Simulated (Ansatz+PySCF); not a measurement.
doublet CH₃O: levels of theory in one basis

```xyz
5

C     0.0432   -0.0472   -0.6826
O     0.0315   -0.0475    0.6784
H    -0.0464    0.8526    0.9970
H     0.0444   -1.0439   -1.1296
H    -0.4060    0.7948   -1.2116
```

Basis set: def2-SVP (spherical functions). Frozen core: 2 orbitals. Correlation on ROHF uses semicanonical orbitals with singles. Charge 0, multiplicity 2.

Computed with Ansatz (development build ahead of 0.2.0); each method stands on the lowest determinant of its kind that the runs found.

| method | E − E(ROHF) (eV) | <S²> of the determinant |
| --- | --- | --- |
| ROHF | 0.00 | 0.75 |
| UHF | -0.11 | 0.76 |
| ROHF-MP2 | -8.49 | – |
| UHF-MP2 | -8.49 | 0.76 |
| ROHF-CCSD | -9.12 | – |
| UHF-CCSD | -9.12 | 0.76 |

Question: What does ROHF-CCSD(T) give on the same scale?

Answer: -9.32 eV.

Question: Is a single determinant a sound starting point here?

Answer: By this sign, yes. Unrestricted orbitals gain 0.11 eV and <S²> is 0.76 against 0.75 for a pure state.
